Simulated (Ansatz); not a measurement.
Compare A (`C=C/C=C\F`) with its isomer B (`C#CC(C)F`).

Computed with Ansatz on PBE0-D4/def2-TZVP structures; ΔE is electronic, products minus reactants. CBS: MP2 limit from def2 TZ/QZ plus the TZ coupled-cluster correction, frozen cores. DFT in def2-TZVPP. B3LYP here is the variant with VWN-RPA as its local correlation; programs differ in this. One conformer a species, not always the lowest.

A:

```xyz
10

C    -1.623   -0.796    0.412
C    -0.550   -0.009    0.478
C     0.519   -0.027   -0.496
C     1.599    0.744   -0.458
F     1.806    1.637    0.515
H    -2.402   -0.752    1.162
H    -1.753   -1.509   -0.396
H    -0.449    0.694    1.299
H     0.451   -0.717   -1.330
H     2.402    0.734   -1.185
```

B:

```xyz
10

C     0.422   -0.221    2.241
C     0.209    0.183    1.132
C    -0.027    0.650   -0.228
C    -0.181   -0.485   -1.215
F    -1.175    1.432   -0.256
H     0.605   -0.574    3.228
H     0.800    1.305   -0.526
H    -0.365   -0.080   -2.212
H     0.728   -1.087   -1.238
H    -1.017   -1.122   -0.926
```

Q: Which is lower in electronic energy at CCSD(T)/CBS, and by how much? (An estimate is asked.)

A: The calculation gave: A, by 14.7 kcal/mol.

Q: Give E(B) − E(A) in kcal/mol with B2PLYP, PBE-D4, MP2/def2-TZVPP, r2SCAN-D4, B3LYP, PBE0-D4, HF/def2-TZVPP. (Estimate.)

A: Computed: B2PLYP 15.5, PBE-D4 19.7, MP2/def2-TZVPP 12.1, r2SCAN-D4 18.8, B3LYP 18.1, PBE0-D4 18.5, HF/def2-TZVPP 14.8. None reverses the order clearly.

Largest T1 diagnostic: 0.012.

From PBE to PBE0 (25 % exact exchange), in def2-TZVPP and without D4, E(B) − E(A) moves by −1.2 kcal/mol.
